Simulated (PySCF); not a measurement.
**A diatomic session: B₂+**

An exercise on one series of results from a longer session: the logs are not shown, and one member is left open.

Program: PySCF 2.14.0. Level of theory: B pcseg-2, no relativity. These are calculated values, not measurements.

The first run:

Settings of the job:

```yaml
atoms: B, B
charge: 1
basis: B pcseg-2
Hamiltonian: no relativity
basis_functions: 60
electrons_treated: 9
masses_in_u: 11.0093, 11.0093
levels: PBE0, PBE, r²SCAN, BP86, M06-2X, r²SCAN0, CAM-B3LYP, HF, MP2, SCS-MP2, CCSD, CCSD(T)
grid: 80 radial by 434 angular points
occupations: held fixed by the projection of orbital angular momentum
dissociation_limit: B+ + B, each in its ground configuration
starting_distance_in_angstrom: 1.730
values_of_2S_to_try: 1, 3
```

Command:

```
$ OMP_NUM_THREADS=1 python dia.py task.json out
```

Among the steps run: The job; First curve: PBE0; Higher solutions at PBE0; PBE (GGA); r²SCAN (meta-GGA); BP86 (GGA); M06-2X (hybrid meta-GGA); r²SCAN0 (hybrid meta-GGA); CAM-B3LYP (range-separated hybrid); ROHF; MP2 and coupled cluster.

One of the session's tables, all rows but one given; the rest of the session is left out.

Energy (eV) from each level's lowest point:

```
R (Å)   ROHF  ROHF-MP2  ROHF-SCS-MP2  ROHF-CCSD  ROHF-CCSD(T)
1.876  0.265     0.205         0.215        n/a           n/a
1.963  0.129     0.080         0.086      0.113         0.101
2.050  0.050     0.017         0.020      0.037         0.030
2.116  0.017     0.000         0.000      0.009         0.006
2.181      ?         ?             ?          ?             ?
2.246  0.000     0.020         0.015      0.006         0.009
2.334  0.013     0.061         0.054      0.032         0.040
2.443  0.048     0.132         0.123      0.086         0.100
2.574  0.110     0.236         0.226      0.173         0.193
2.748  0.213     0.391         0.379        n/a           n/a
```

Q: Estimate the row for R (Å) = 2.181 from the others.

Worked estimate for «ROHF». A straight line through the neighbours (2.116, 0.017) and (2.246, 0.000) gives 0.017 + (0.000 − 0.017) × (2.181 − 2.116) / (2.246 − 2.116) = 0.009; a parabola fitted to 4 rows on both sides gives 0.002.

As computed: ROHF: 0.002; ROHF-MP2: 0.002; ROHF-SCS-MP2: 0.000; ROHF-CCSD: 0.000; ROHF-CCSD(T): 0.000. In «ROHF» the line misses by +0.007 and the parabola by 0.000.
